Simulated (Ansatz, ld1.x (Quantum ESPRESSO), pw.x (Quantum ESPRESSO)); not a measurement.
## From atom to crystal: TM potential for Cd (Z = 48)

Cd (Z = 48), norm-conserving Troullier–Martins (Kleinman–Bylander form), made with ld1.x (Quantum ESPRESSO) 7.5 (PBEsol, scalar-relativistic). Core [Kr], reference 4d10 5s1.75 5p0.25. Waves: 5p (bound): rc 3.20 bohr; 4d (bound): rc 1.80 bohr; 5s (bound): rc 2.25 bohr. Local part: the s channel. Core correction: none.

Atomic tests: cutoffs needed: 70 Ry and 100 Ry (the cutoffs (Ry, on a coarse ladder) from which the occupation-weighted sum of valence levels, in a spherical-Bessel basis at the reference potential, stays within 10 and 1 mRy of its value at 400 Ry); ghost test: no extra level below or beside the all-electron valence levels (p, d, s, f tested) (spherical-Bessel basis up to 400 Ry, 20 bohr box); largest excitation error: -672 meV (all-electron minus pseudo) for 4d8 5s0 5p0, out of 7 test configurations.

Crystal test: diamond Cd in pw.x 7.5, no spin, 8³ k-points, Fermi–Dirac smearing 0.01 Ry, cutoffs 120/480 Ry. The reference is all-electron LAPW (Ansatz 0.2.0) with the same functional, mesh and smearing; V0 and B0 come from Birch–Murnaghan fits to the pressures at five volumes. Errors are pseudo minus all-electron; Δ is the rms difference of the E(V) curves that follow from these fits, minima aligned, over ±6 % about the mean V0. Mesh and smearing are coarse, so the numbers serve the comparison and aren't converged zero-temperature values; the lattice is a test structure that the element need not adopt.

All-electron: a0 = 6.451 Å (V0 = 33.55 Å³/atom), B0 = 22.6 GPa.

**Question.** How far does the potential miss the all-electron equation of state?

**Answer.** mean pressure error (GPa): +0.84; a0 (Å): 6.523; a0 error (%): +1.12; B0 error (%): -3.4; Δ (meV/atom): 5.6. The largest radius (3.20 bohr) exceeds half the bond length (2.64 bohr), so the spheres overlap, which is one possible source of error among others. This is a poor potential for the solid.

```csv
V (Å³/atom),P all-electron (GPa),P pseudo (GPa)
31.734,1.49,2.54
32.569,0.74,1.67
33.404,0.10,0.92
34.239,-0.43,0.30
35.074,-0.88,-0.23
```

**Question.** At the middle volume, how do free energy and pressure move when the wave cutoff is lowered (ecutrho kept at four times it)?

**Answer.**

```
cutoff (Ry)  shift of F (meV/atom)  shift of P (GPa)
         54                 +872.9            -31.85
         72                  +23.9             -0.21
         96                  +11.9             -0.16
```

The run at the middle volume (29 k-points, 7 iterations) took about 63 s on one core of a shared host (Neoverse-V1, 64 threads, 503 GiB, load 22).
